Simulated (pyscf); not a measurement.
Homolytic dissociation enthalpies at 298 K of O–Zn bonds in 6 gas-phase molecules, in kcal/mol. PySCF, gas phase, ωB97X-D3(BJ)/def2-SVP geometries. Correlated levels are frozen-core, on RHF or UHF. ΔMP2 is the change of the MP2 total energy from the triple- to the quadruple-zeta basis. Both columns use the same structures and thermal terms. Rows were drawn at random from the closed-shell molecules with such a bond whose radicals are computed, keep their shape and have no isomer in the data more than 5 kcal/mol lower.

| row | molecule | radicals | B3LYP-D3(BJ)/def2-TZVP | CCSD(T)/def2-TZVPP + ΔMP2(QZVPP) |
|---|---|---|---|---|
| 1 | H₂N–Zn–OH | [H₂N–Zn]• + OH• | 94.3 | 103.6 |
| 2 | HO–Zn–SH | OH• + [HS–Zn]• | 91.1 | ? |
| 3 | Li–O–Zn–CH₃ | Li–O• + [H₃C–Zn]• | 98.7 | 108.1 |
| 4 | HO–ZnH | OH• + ZnH• | 96.0 | 105.2 |
| 5 | HO–Zn–OH | OH• + [HO–Zn]• | 92.3 | 100.9 |
| 6 | HO–Zn–Cl | OH• + [Cl–Zn]• | 90.4 | 99.7 |

Problem. Fit a line that carries the B3LYP-D3(BJ) values to the last column and predict row 2.

Solution. In the 5 complete rows the last column lies 8.6 to 9.4 kcal/mol from B3LYP-D3(BJ) (mean 9.2, median 9.3). Least squares gives y = 5.4 + 1.04·x with residuals of 0.3 kcal/mol (root mean square). For row 2: 5.4 + 1.04 × 91.1 = 100.1 kcal/mol. The computed value is 100.7 kcal/mol, 0.6 over the line. The CCSD(T) − MP2 part came from Ansatz, without density fitting, on the same reference. The frozen core leaves the outer d or s,p core shells of the metals and heavy elements correlated in the MP2 and CC values, and def2-TZVPP describes them poorly, which can shift differences by a few kcal/mol. Left out: the spin-orbit lowering of OH. The term symbol of open-shell Cl–Zn, Li–O• was not checked; spin-orbit terms are left out. Elements up to Kr have no core potential and no relativistic terms here.
